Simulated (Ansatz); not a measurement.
## C3H3ClO, SMILES C=C(Cl)C=O: a geometry optimisation, step by step

Computed with the Ansatz DFT code, driven from Python.

The cells in order, each with its output:

In [1]:
```python
import warnings

import ansatz
from ase import Atoms
import numpy as np
```

In [2]:
```python
BASIS = "6-31G*"
FUNCTIONAL = "r2scan"
```

In [3]:
```python
warnings.simplefilter("ignore", ansatz.DeckWarning)
```

In [4]:
```python
atoms = Atoms(["C", "C", "Cl", "C", "O", "H", "H", "H"], positions=[
    (-1.0779, -0.6097, 0.0713),
    (-0.1885, 0.3805, 0.0632),
    (-0.7369, 2.0333, 0.3037),
    (1.2401, 0.1037, -0.1442),
    (2.0776, 1.0436, -0.1511),
    (-0.7717, -1.6385, -0.074),
    (-2.1291, -0.4014, 0.2244),
    (1.5865, -0.9115, -0.2932),
])
mol = ansatz.Crystal.molecule_from_ase(atoms)
```

In [5]:
```python
calculation = (
    mol.calculation()
    .basis(gaussian=BASIS)
    .functional(FUNCTIONAL)
)
symbols = [site.symbol for site in mol.cartesian_sites]
start = np.array([site.position_ang for site in mol.cartesian_sites], dtype=float)
def progress(event):
    if event["event"] == "relax_step":
        row = event["data"]
        print(f"step {row['step']:3d}  E = {row['lagrangian_ev']:.6f} eV  max force {row['allowed_force_max_ev_ang']:.4f} eV/A")
```

In [6]:
```python
r = calculation.relax(force_tolerance=0.02).session().plan().execute(on_event=progress).report
end = np.array(r["positions_ang"])
```
```text
step   1  E = -17724.019648 eV  max force 4.1332 eV/A
step   2  E = -17724.164910 eV  max force 1.4454 eV/A
step   3  E = -17724.193889 eV  max force 0.2422 eV/A
step   4  E = -17724.195450 eV  max force 0.0889 eV/A
step   5  E = -17724.195664 eV  max force 0.0322 eV/A
step   6  E = -17724.195728 eV  max force 0.0130 eV/A
```

In [7]:
```python
print("reference energy %16.6f eV" % r["reference_energy_ev"])
print("total energy     %16.6f eV" % r["free_energy_ev"])
print("occupied (up, down):", r["n_occupied"], " virtual:", r["n_virtual"], " frozen:", r["n_frozen"])
```
```text
reference energy    -17724.195733 eV
total energy        -17724.195733 eV
occupied (up, down): [23, 23]  virtual: [62, 62]  frozen: 0
```

In [8]:
```python
print("final positions (A) and the move of each atom")
for symbol, xyz, old in zip(symbols, end, start):
    print(f"{symbol:2s} {xyz[0]:10.5f} {xyz[1]:10.5f} {xyz[2]:10.5f}   {np.linalg.norm(xyz - old):7.4f}")
```
```text
final positions (A) and the move of each atom
C    -1.07895   -0.61465    0.07093    0.0051
C    -0.20519    0.40219    0.06735    0.0277
Cl   -0.68454    2.05200    0.29948    0.0558
C     1.24450    0.16104   -0.13891    0.0577
O     2.10068    1.01706   -0.15672    0.0356
H    -0.71262   -1.62840   -0.07953    0.0602
H    -2.14447   -0.46985    0.21860    0.0704
H     1.48069   -0.91937   -0.28110    0.1068
```

In [9]:
```python
charges = r["charge_distribution"]
print("dipole moment", round(4.803205 * float(np.linalg.norm(charges["dipole_moment_e_ang"])), 3), "D")
print("Mulliken:", [(s, round(q, 3)) for s, q in zip(symbols, charges["mulliken_charges_e"])])
with open("c3h3clo_opt.xyz", "w") as handle:
    handle.write(f"{len(symbols)}\nrelaxed C3H3ClO\n")
    handle.writelines(f"{s:2s} {x:11.6f} {y:11.6f} {z:11.6f}\n" for s, (x, y, z) in zip(symbols, end))
```
```text
dipole moment 3.601 D
Mulliken: [('C', -0.386), ('C', -0.09), ('Cl', 0.044), ('C', 0.239), ('O', -0.372), ('H', 0.208), ('H', 0.219), ('H', 0.137)]
```

File `c3h3clo_opt.xyz` afterwards:
```text
8
relaxed C3H3ClO
C    -1.078945   -0.614654    0.070933
C    -0.205190    0.402190    0.067347
Cl   -0.684536    2.052001    0.299483
C     1.244498    0.161038   -0.138911
O     2.100683    1.017055   -0.156718
H    -0.712622   -1.628403   -0.079533
H    -2.144474   -0.469855    0.218598
H     1.480686   -0.919373   -0.281098
```

Caveats:
- Total energies depend on the basis set; only differences at equal settings carry meaning.
- The end point is the stationary point reached from this start; no frequency run checks that it is a minimum, and the basis set is modest.
- Wall time of the script: 28 s on 1 thread of Intel(R) Xeon(R) Platinum 8375C CPU @ 2.90GHz (Ice Lake), with other jobs on the host, peak memory 0.25 GiB.

(Lines on the test bed's own set-up are left out of the output.)
